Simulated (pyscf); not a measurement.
Optimised with ωB97X-D3(BJ)/def2-SVP in PySCF. MP2 and CC: frozen core, UHF for open shells. ΔMP2 is the change of the MP2 total energy from the triple- to the quadruple-zeta basis.

PBE/def2-TZVP puts the barrier of `[SiH2]=[AsH]` + `[OH2]` → `[OH][SiH2][AsH2]` (addition across a multiple bond or ene-type step; singlet surface; H–O broken, As–H, O–Si formed) at -7.7 kcal/mol and the reaction energy at -45.6 kcal/mol, from the separated reactants. What do PBE0-D3(BJ)/def2-TZVP, M06-2X/def2-TZVP, CCSD(T)/def2-TZVPP + ΔMP2(QZVPP) give on the same structures?

PBE0-D3(BJ): ΔE‡ = -7.9 kcal/mol, ΔE = -50.1 kcal/mol; M06-2X: ΔE‡ = -7.3 kcal/mol, ΔE = -51.1 kcal/mol; CCSD(T): ΔE‡ = -1.8 kcal/mol, ΔE = -47.5 kcal/mol. PBE's barrier matches one of them and lies within 5.9 kcal/mol of the others. Its reaction energy lies over all of them, by 1.9 to 5.5 kcal/mol. On the reactant side the descent ends in an adduct with a O–Si contact, 10.3 kcal/mol under the separated species and 4.0 kcal/mol under the saddle at ωB97X-D3(BJ)/def2-TZVP. At PBE, PBE0-D3(BJ), M06-2X, CCSD(T) the saddle lies under the separated reactants, which points to a path from their complex (located at ωB97X-D3(BJ) alone). What is counted as formed (O–Si) is already present as a longer contact in the reactant adduct; forming that adduct is a step of its own. At ωB97X-D3(BJ)/def2-TZVP the barrier from the zero used here is -6.3 kcal/mol. This is the saddle that the search found; another between the same sides may lie lower. The CCSD(T) − MP2 part came from Ansatz, without density fitting, on the same reference. The frozen core leaves the outer d or s,p core shells of the metals and heavy elements correlated in the MP2 and CC values, and def2-TZVPP describes them poorly, which can shift differences by a few kcal/mol. Elements up to Kr have no core potential and no relativistic terms here.
